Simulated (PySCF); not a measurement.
# F2: NMR shifts, electronic excitations and K edges in gas and solvents, part 2 of 2

PySCF 2.14.0. Atoms count from 0. The steps go on from the part before.

### 8 Ultraviolet spectrum: CAM-B3LYP/def2-SVPD

The job: settings as JSON, then the geometry in Å.

```
{"job": {"kind": "uv", "xc": "CAM-B3LYP", "basis": "def2-SVPD", "dynamic": true, "nstates": 6, "ntriplets": 0}, "charge": 0, "multiplicity": 1}
F      0.696863    -0.028974     0.001658
F     -0.679373     0.000164    -0.013788
```

Level: TDDFT CAM-B3LYP/def2-SVPD, vertical, gas phase, core orbitals frozen in the response.

The log of the run:

```text
coarse grid: 2176 points
cycle   1  E = -199.2798007366  dE =  4.461e-02  |g| = 3.024e-01  |ddm| = 1.379e+00
cycle   2  E = -199.2910570739  dE = -1.126e-02  |g| = 1.628e-01  |ddm| = 2.458e-01
cycle   3  E = -199.2946084473  dE = -3.551e-03  |g| = 2.360e-02  |ddm| = 8.225e-02
cycle   4  E = -199.2946896756  dE = -8.123e-05  |g| = 5.705e-03  |ddm| = 1.727e-02
cycle   5  E = -199.2946951644  dE = -5.489e-06  |g| = 3.164e-04  |ddm| = 3.810e-03
final grid: 23208 points
cycle   6  E = -199.3152783974  dE = -8.791e-07  |g| = 8.891e-04  |ddm| = 2.880e-03
cycle   7  E = -199.3152784582  dE = -6.082e-08  |g| = 6.894e-04  |ddm| = 1.007e-03
cycle   8  E = -199.3152785292  dE = -7.093e-08  |g| = 3.703e-05  |ddm| = 3.984e-04
cycle   9  E = -199.3152785294  dE = -1.995e-10  |g| = 7.949e-06  |ddm| = 3.177e-05
converged SCF energy = -199.3152785294

Static polarisability (au): isotropic 8.173, principal 6.214 6.214 12.090

Singlet excitations
state   eV       nm        f      main configurations
  1   4.8579    255.2   0.00005   H->L 0.95
  2   4.8579    255.2   0.00005   H-1->L 0.95
  3   8.7579    141.6   0.00000   H-2->L 0.97
  4   8.7579    141.6   0.00000   H-3->L 0.97
  5  12.8525     96.5   0.00000   H->L+2 0.92
  6  12.8525     96.5   0.00000   H-1->L+2 0.92
```

Run time: 0.76 s. Hardware: 1 thread of Arm Neoverse V2, shared host.

Frontier orbitals and where they lie:

| orbital | eV | atoms |
| --- | --- | --- |
| HOMO−3 | -17.41 | F1 50 %, F0 50 % |
| HOMO−2 | -17.41 | F1 50 %, F0 50 % |
| HOMO−1 | -13.50 | F0 50 %, F1 50 % |
| HOMO | -13.50 | F0 50 %, F1 50 % |
| LUMO | -2.39 | F1 50 %, F0 50 % |
| LUMO+1 | 3.42 | F1 50 %, F0 50 % |
| LUMO+2 | 3.66 | F0 50 %, F1 50 % |

Leading natural transition orbitals of singlet state 2: the hole lies on F0, F1 about 50 % each; the particle on F0, F1 about 50 % each.

Leading natural transition orbitals of singlet state 1: the hole lies on F0, F1 about 50 % each; the particle on F0, F1 about 50 % each.

Further results of this job:

| property | computed | measured |
| --- | --- | --- |
| dipole moment (D) | 0.00 | 0.00 |
| polarisability (Å³) | 1.21 | 1.16 |
| HOMO–LUMO gap (eV) | 11.11 | – |
| −ε(HOMO) (eV) | 13.50 | – |
| C6 with itself (au) | 43 | – |

Measured: gas; NIST CCCBDB Release 22 (SRD 101), experimental dipoles; gas; NIST CCCBDB Release 22 (SRD 101), experimental polarizabilities.

Orbitals, density, ELF and potential are computed afterwards from the orbital file.

Frontier orbitals at CAM-B3LYP/def2-SVPD, with the share of their density that lies nearest to each atom:

| orbital | energy (eV) | lies on |
| --- | --- | --- |
| HOMO | -13.50 | F0, F1 about 50 % each |
| LUMO | -2.39 | F0, F1 about 50 % each |

ELF in a plane through or near 2 of the atoms.

Ten even steps from '0' (0.00) to '9' (0.88):
```
0000000000000000000000000000
0000000000000000000000000000
0000000000000000000000000000
0000000000000000000000000000
0000000001110000111000000000
0000000124431001344210000000
0000001347773013777431000000
0000001469997227999641000000
0000001469988448999641000000
0000001467465665557641000000
0000001467574775667641000000
0000001469998448999641000000
0000001469997127999641000000
0000001347773013777431000000
0000000124431001344210000000
0000000001110000111000000000
0000000000000000000000000000
0000000000000000000000000000
0000000000000000000000000000
0000000000000000000000000000
```
The map spans 6.6 Å across and 5.2 Å up, centred on the molecule. Atoms in the plane (x, y in Å): F0 (0.7, 0.0), F1 (-0.7, 0.0).

log10 of the density (e/Å³) in the same plane.

Values, 10 rows by 14 columns:
```
-4.0 -4.0 -4.0 -4.0 -4.0 -4.0 -4.0 -4.0 -4.0 -4.0 -4.0 -4.0 -4.0 -4.0
-4.0 -4.0 -4.0 -3.6 -3.2 -3.0 -3.0 -3.1 -3.0 -3.0 -3.3 -3.8 -4.0 -4.0
-4.0 -4.0 -3.5 -2.8 -2.2 -1.9 -1.9 -2.0 -1.9 -2.0 -2.4 -3.3 -3.9 -4.0
-4.0 -4.0 -2.8 -1.9 -1.1 -0.6 -0.7 -0.9 -0.6 -0.8 -1.4 -2.5 -3.5 -4.0
-4.0 -3.8 -2.4 -1.3 -0.2  0.8  0.5  0.1  0.9  0.4 -0.7 -2.0 -3.1 -4.0
-4.0 -3.8 -2.3 -1.2  0.0  2.5  0.8  0.3  2.7  0.6 -0.5 -1.9 -3.1 -4.0
-4.0 -3.9 -2.5 -1.5 -0.7  0.2  0.0 -0.4  0.2 -0.1 -1.0 -2.2 -3.3 -4.0
-4.0 -4.0 -3.2 -2.3 -1.6 -1.2 -1.3 -1.4 -1.2 -1.4 -1.8 -2.9 -3.7 -4.0
-4.0 -4.0 -3.7 -3.1 -2.6 -2.3 -2.3 -2.4 -2.3 -2.4 -2.8 -3.5 -4.0 -4.0
-4.0 -4.0 -4.0 -3.9 -3.7 -3.6 -3.6 -3.6 -3.6 -3.6 -3.8 -4.0 -4.0 -4.0
```
The map spans 6.6 Å across and 5.2 Å up, centred on the molecule. Atoms in the plane (x, y in Å): F0 (0.7, 0.0), F1 (-0.7, 0.0).

On the surface of density 0.002 e/bohr³ the electrostatic potential runs, from the 1st to the 99th percentile, from -0.08 to 0.78 V.

### 9 Ultraviolet spectrum: CAM-B3LYP/def2-SVPD in chloroform

The job: settings as JSON, then the geometry in Å.

```
{"job": {"kind": "uv", "xc": "CAM-B3LYP", "basis": "def2-SVPD", "solvent": "chloroform", "nstates": 6, "ntriplets": 0}, "charge": 0, "multiplicity": 1}
F      0.696863    -0.028974     0.001658
F     -0.679373     0.000164    -0.013788
```

Level: TDDFT CAM-B3LYP/def2-SVPD, vertical, IEF-PCM chloroform (non-equilibrium linear response), core orbitals frozen in the response.

The log of the run:

```text
coarse grid: 2176 points
cycle   1  E = -199.2799256379  dE =  4.451e-02  |g| = 3.021e-01  |ddm| = 1.379e+00
cycle   2  E = -199.2913497757  dE = -1.142e-02  |g| = 1.604e-01  |ddm| = 2.450e-01
cycle   3  E = -199.2947759395  dE = -3.426e-03  |g| = 2.401e-02  |ddm| = 8.148e-02
cycle   4  E = -199.2948598643  dE = -8.392e-05  |g| = 5.554e-03  |ddm| = 1.738e-02
cycle   5  E = -199.2948651004  dE = -5.236e-06  |g| = 2.916e-04  |ddm| = 3.670e-03
final grid: 23208 points
cycle   6  E = -199.3154485850  dE = -8.756e-07  |g| = 9.001e-04  |ddm| = 2.884e-03
cycle   7  E = -199.3154486469  dE = -6.195e-08  |g| = 7.001e-04  |ddm| = 1.021e-03
cycle   8  E = -199.3154487202  dE = -7.325e-08  |g| = 3.604e-05  |ddm| = 4.037e-04
cycle   9  E = -199.3154487204  dE = -1.922e-10  |g| = 7.766e-06  |ddm| = 3.255e-05
converged SCF energy = -199.3154487204

Static polarisability (au): isotropic 9.018, principal 6.749 6.749 13.557

Singlet excitations
state   eV       nm        f      main configurations
  1   4.8640    254.9   0.00005   H->L 0.99
  2   4.8640    254.9   0.00005   H-1->L 0.99
  3   8.7665    141.4   0.00000   H-2->L 0.99
  4   8.7665    141.4   0.00000   H-3->L 0.99
  5  12.8347     96.6   0.00000   H->L+2 0.95
  6  12.8347     96.6   0.00000   H-1->L+2 0.95
```

It took 0.5 s on 1 thread of Arm Neoverse V2, shared host.

In short: HOMO -13.48 eV, LUMO -2.35 eV; lowest singlet 4.86 eV.

### 10 Ultraviolet spectrum: CAM-B3LYP/def2-SVPD in methanol

The job: settings as JSON, then the geometry in Å.

```
{"job": {"kind": "uv", "xc": "CAM-B3LYP", "basis": "def2-SVPD", "solvent": "methanol", "nstates": 6, "ntriplets": 0}, "charge": 0, "multiplicity": 1}
F      0.696863    -0.028974     0.001658
F     -0.679373     0.000164    -0.013788
```

With the program's defaults for keys left out, this is: TDDFT CAM-B3LYP/def2-SVPD, vertical, IEF-PCM methanol (non-equilibrium linear response), core orbitals frozen in the response.

The log of the run:

```text
coarse grid: 2176 points
cycle   1  E = -199.2799778467  dE =  4.447e-02  |g| = 3.019e-01  |ddm| = 1.379e+00
cycle   2  E = -199.2914620708  dE = -1.148e-02  |g| = 1.595e-01  |ddm| = 2.446e-01
cycle   3  E = -199.2948408031  dE = -3.379e-03  |g| = 2.416e-02  |ddm| = 8.121e-02
cycle   4  E = -199.2949256958  dE = -8.489e-05  |g| = 5.504e-03  |ddm| = 1.741e-02
cycle   5  E = -199.2949308453  dE = -5.149e-06  |g| = 2.845e-04  |ddm| = 3.618e-03
final grid: 23208 points
cycle   6  E = -199.3155144124  dE = -8.747e-07  |g| = 9.039e-04  |ddm| = 2.886e-03
cycle   7  E = -199.3155144748  dE = -6.241e-08  |g| = 7.036e-04  |ddm| = 1.026e-03
cycle   8  E = -199.3155145489  dE = -7.402e-08  |g| = 3.576e-05  |ddm| = 4.054e-04
cycle   9  E = -199.3155145490  dE = -1.912e-10  |g| = 7.711e-06  |ddm| = 3.292e-05
converged SCF energy = -199.3155145490

Static polarisability (au): isotropic 9.336, principal 6.968 6.968 14.070

Singlet excitations
state   eV       nm        f      main configurations
  1   4.8682    254.7   0.00005   H->L 0.98
  2   4.8682    254.7   0.00005   H-1->L 0.98
  3   8.7706    141.4   0.00000   H-2->L 0.99
  4   8.7706    141.4   0.00000   H-3->L 0.99
  5  12.8411     96.6   0.00000   H->L+2 0.95
  6  12.8411     96.6   0.00000   H-1->L+2 0.95
```

Run time: 0.5 s. Hardware: 1 thread of Arm Neoverse V2, shared host.

This run: HOMO -13.47 eV, LUMO -2.34 eV; lowest singlet 4.87 eV.

### 11 K-edge absorption: BHandHLYP/aug-pcX-1

The job: settings as JSON, then the geometry in Å.

```
{"job": {"kind": "xas", "xc": "BHandHLYP", "basis": {"default": "aug-pcX-1", "H": "pcseg-1"}}, "charge": 0, "multiplicity": 1}
F      0.696863    -0.028974     0.001658
F     -0.679373     0.000164    -0.013788
```

Level: core-valence-separated TDA BHandHLYP/aug-pcX-1 H:pcseg-1, K edges, non-relativistic, gas phase.

The log of the run:

```text
coarse grid: 2176 points
cycle   1  E = -199.3824119733  dE = -1.822e-03  |g| = 2.999e-01  |ddm| = 1.179e+00
cycle   2  E = -199.3921062728  dE = -9.694e-03  |g| = 1.530e-01  |ddm| = 1.797e-01
cycle   3  E = -199.3948457135  dE = -2.739e-03  |g| = 2.432e-02  |ddm| = 5.737e-02
cycle   4  E = -199.3949135705  dE = -6.786e-05  |g| = 5.185e-03  |ddm| = 1.083e-02
cycle   5  E = -199.3949172118  dE = -3.641e-06  |g| = 3.190e-04  |ddm| = 2.734e-03
final grid: 23208 points
cycle   6  E = -199.3928546561  dE = -3.056e-05  |g| = 1.477e-03  |ddm| = 3.112e-03
cycle   7  E = -199.3928546864  dE = -3.036e-08  |g| = 3.526e-04  |ddm| = 5.029e-04
cycle   8  E = -199.3928546965  dE = -1.002e-08  |g| = 1.915e-04  |ddm| = 2.001e-04
cycle   9  E = -199.3928547007  dE = -4.288e-09  |g| = 7.703e-06  |ddm| = 7.206e-05
cycle  10  E = -199.3928547008  dE = -6.992e-12  |g| = 7.564e-07  |ddm| = 3.037e-06
converged SCF energy = -199.3928547008

F K edge
   eV          f      from atoms
  679.030   0.15606   F1 F0
  679.064   0.00000   F0 F1
  691.334   0.00912   F1 F0
  691.337   0.00000   F0 F1
  692.215   0.01401   F1 F0
  692.215   0.01401   F1 F0
  692.218   0.00000   F0 F1
  692.218   0.00000   F0 F1
  693.023   0.00000   F1 F0
  693.024   0.00008   F0 F1
  694.614   0.00000   F1 F0
  694.619   0.00208   F0 F1
```

Run time: 0.36 s. Hardware: 1 thread of Arm Neoverse V2, shared host.

### 12 Side by side: NMR shifts

Shifts (ppm), means over like atoms, with basis size and wall time:

| run | F0 | functions | time |
| --- | --- | --- | --- |
| PBE0/pcSseg-1 in chloroform | 321.6 | 34 | 0.43 s |
| PBE0/pcSseg-1 in methanol | 322.1 | 34 | 0.25 s |
| PBE0/pcSseg-1 in water | 322.2 | 34 | 0.25 s |
| WP04/pcSseg-1 in chloroform | 381.9 | 34 | 0.27 s |
| wB97X-D/pcSseg-1 in chloroform | 332.8 | 34 | 0.3 s |

### 13 Comparing the runs: electronic excitations

Excitations and ground-state properties, with basis size and wall time:

| run | lowest singlet (eV) | brightest (eV) | f | gap (eV) | α (Å³) | μ (D) | functions | time |
| --- | --- | --- | --- | --- | --- | --- | --- | --- |
| CAM-B3LYP/def2-SVPD | 4.86 | 4.86 | 0.000 | 11.11 | 1.21 | 0.00 | 46 | 0.76 s |
| CAM-B3LYP/def2-SVPD in chloroform | 4.86 | 4.86 | 0.000 | 11.13 | 1.34 | 0.00 | 46 | 0.5 s |
| CAM-B3LYP/def2-SVPD in methanol | 4.87 | 4.87 | 0.000 | 11.13 | 1.38 | 0.00 | 46 | 0.5 s |

The continuum's effect on the ground state:

| solvent | ε | polarisation energy (Eh) | μ (D) |
| --- | --- | --- | --- |
| chloroform | 4.71 | -0.0002 | 0.00 |
| methanol | 32.61 | -0.0002 | 0.00 |

### 14 Results

The summary covers parts 1 to 2.

| quantity | value |
| --- | --- |
| point group | Dinfh |
| rotational constants (main isotopes) | 28.07, 28.07 GHz |
| 19F shifts against CFCl3 (PBE0/pcSseg-1, chloroform, means over atoms taken as alike) | 321.6 ppm |
| measured, and computed on the same scale | F0 σ -233.2, -141.9 ppm |
| lowest singlet (CAM-B3LYP/def2-SVPD) | 4.86 eV (255 nm), f = 0.000 |
| surface potential, 1st and 99th percentile | -0.08 V and 0.78 V |
| F K edge | first line 679.03 eV, strongest 679.03 eV (f = 0.156) |
| range of the shift of F0 (PBE0/pcSseg-1 runs) | 321.6 to 322.2 ppm |
| range of the lowest singlet | 4.86 to 4.87 eV |

The one measured 19F shielding is missed by +91.3 ppm (computed less measured, unscaled). Vibration and temperature are missing from the calculation, so part of the miss against the measured shifts is not the functional's. The first singlet state (HOMO→LUMO 0.95) lies at 4.86 eV and is dark. The polarisability is 4 % above the measured 1.16 Å³. At the F edge the strongest single line lifts a 1s electron of F1 and F0 into LUMO (weight 0.93), and it is the first line. Absolute edge energies from this method are off by several eV; spacings are better. At one level, PBE0/pcSseg-1: The shift of F0 (with its like atoms) runs from 321.6 (PBE0/pcSseg-1 in chloroform) to 322.2 ppm (PBE0/pcSseg-1 in water). The lowest singlet runs from 4.86 eV (CAM-B3LYP/def2-SVPD) to 4.87 eV (CAM-B3LYP/def2-SVPD in methanol), while the orbital gap spans 11.11 to 11.13 eV. The lowest state need not be the same one in every run. The continuum holds electrostatics alone: no hydrogen bonds to the solvent, and the gas-phase geometry is kept.
